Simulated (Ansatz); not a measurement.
The input, for Ansatz 0.2.0:

```yaml
crystal:
  periodic: [false, false, false]
  atoms:
    - {symbol: Li, position_ang: [0.000000, 0.000000, -1.072945]}
    - {symbol: H, position_ang: [0.000000, 0.920165, 3.694324]}
    - {symbol: H, position_ang: [0.000000, -0.920165, 3.694324]}
basis:
  gaussian: {orbitals: "6-31G*"}
total_charge: 1
correlation: {active_space: {ras: {orbitals: [2, 0, 17], electrons: 4, max_holes: 3, max_particles: 3}, fixed_orbitals: true}}
scf: {lower_state_search: off}
output: {forces: true}
```

```sh
$ ansatz run in.yaml --threads 1 --pin off --events-out ev --progress --plain --max-ram 2393MiB
```

Output:

```
these checks for a lower state are left out or cut short: starts, cluster_reference, orbital_swaps, neighbouring_geometries, increment
205 factors; integrals over basis functions are off by at most 6.8e-4 eV
mean field evaluation 1: about -222.5079 eV, gradient 2.4e0 eV
mean field evaluation 2: about -222.5073 eV, gradient 2.3e0 eV
mean field evaluation 4: about -222.5411 eV, gradient 6.0e-2 eV
mean field evaluation 8: about -222.5410 eV, gradient 1.9e-6 eV
mean field -222.54099315 eV, -8.1782306545 hartree, gradient 2.0e-6 eV, S^2 0.000000; 0 other end points of the search recorded, 0 dependent functions left out
reference -222.54099315 eV, -8.1782306545 hartree; 2, 2 occupied and 17, 17 virtual orbitals, 205 factors
state -224.77650995 eV, -8.2603843817 hartree
the calculation of the forces begins
Total energy: -224.77650995 eV, -8.2603843817 hartree
Atom 0 at     0.000000     0.000000    -1.072945 Å, force    -0.000000    -0.000000     0.026770 eV/Å
Atom 1 at     0.000000     0.920165     3.694324 Å, force     0.000000    -1.821298    -0.013385 eV/Å
Atom 2 at     0.000000    -0.920165     3.694324 Å, force     0.000000     1.821298    -0.013385 eV/Å
Dipole moment:     0.000000     0.000000    -1.883260 e Å
Checks for a lower state left out: starts, cluster_reference, orbital_swaps, neighbouring_geometries, increment
```

Forces (eV/Å):
```
Li   0.000  0.000  0.027
H    0.000 -1.821 -0.013
H    0.000  1.821 -0.013
```

Ran on 1 thread of Intel Xeon, shared host: 0.48 s wall, 0.19 GiB peak host memory.
